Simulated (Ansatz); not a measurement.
# H5NOSi: the cost of one run

Method: RKS PBE-D4/def2-SVP, in Ansatz 0.2.0.

**1. The system as given**

Bond lengths: Si1–H2 1.460 Å, Si1–N3 1.820 Å, N3–H4 1.060 Å, N3–H5 1.060 Å, Si1–H6 1.459 Å, Si1–O7 1.679 Å, O7–H8 1.010 Å. Angles: H2–Si1–N3 109.5°, H2–Si1–H6 109.5°, H2–Si1–O7 109.5°, N3–Si1–H6 109.5°, N3–Si1–O7 109.5°, H6–Si1–O7 109.5°, Si1–N3–H4 120.0°, Si1–N3–H5 120.0°, H4–N3–H5 120.0°, Si1–O7–H8 109.5°.

As a file:

```xyz
8

Si    0.0000    0.0000    0.0000
H     0.0000    0.0000    1.4600
N     1.7163    0.0000   -0.6061
H     2.2145   -0.9180   -0.7868
H     2.2175    0.9180   -0.7783
H    -0.6877    1.1914   -0.4862
O    -0.7913   -1.3709   -0.5594
H    -1.2459   -1.8365    0.2129
```

**2. Preparing the start**

File input.yaml:

```yaml
crystal:
  periodic: [false, false, false]
  atoms:
    - { symbol: Si, position_ang: [0.0, 0.0, 0.0] }
    - { symbol: H, position_ang: [0.0, 0.0, 1.46] }
    - { symbol: "N", position_ang: [1.7163, 0.0, -0.6061] }
    - { symbol: H, position_ang: [2.2145, -0.918, -0.7868] }
    - { symbol: H, position_ang: [2.2175, 0.918, -0.7783] }
    - { symbol: H, position_ang: [-0.6877, 1.1914, -0.4862] }
    - { symbol: O, position_ang: [-0.7913, -1.3709, -0.5594] }
    - { symbol: H, position_ang: [-1.2459, -1.8365, 0.2129] }
basis:
  gaussian: { orbitals: def2-SVP }
hamiltonian:
  xc: pbe
  dispersion: d4
relax:
  f_tol: 0.02
  max_steps: 40
```

Run with:

```console
ansatz run input.yaml --threads 1 --pin off --max-ram 2048MiB --backend cpu --events-out ev --progress --plain --runs-dir out
```

**Question.** How long does this run take on 1 thread of AMD EPYC 9R45 (Zen 5), shared host, and how much memory does it need?

About 12 s, with a peak of 0.15 GiB.
